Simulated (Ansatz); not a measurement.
Correlation energies of CH$_{5}$AlO, SMILES `[CH3][AlH][OH]` by basis set

```tsv
atom	x (Å)	y (Å)	z (Å)
C1	-1.065	0.389	-0.566
Al2	0.378	-0.224	0.578
O3	1.912	-0.426	-0.129
H4	-1.858	-0.362	-0.634
H5	-0.718	0.606	-1.579
H6	-1.531	1.295	-0.164
H7	0.213	-0.550	2.125
H8	2.670	-0.727	0.369
```

Charge 0, multiplicity 1. The geometry is a stationary point of PBE0-D4/def2-TZVP. It is one conformer, not always the lowest. Frozen core, restricted reference, the Gaussian-basis code of Ansatz. CBS rows extrapolate triple and quadruple zeta; past MP2 they add the triple-zeta difference.

```csv
basis,HF (Eh),MP2 corr.
def2-SVP,-357.44848,-0.40271
def2-TZVPP,-357.67766,-0.50720
def2-QZVPP,-357.69088,-0.54474
```

Problem. Estimate the CCSD correlation energy and the (T) correction in each basis where they were run (hartree).

Solution. 
```json
{"basis": "def2-SVP", "CCSD corr.": "-0.43495", "(T)": "-0.00956"}
{"basis": "def2-TZVPP", "CCSD corr.": "-0.53412", "(T)": "-0.01806"}
{"basis": "CBS(def2)", "CCSD corr.": "-0.59946", "(T)": "as TZ"}
```
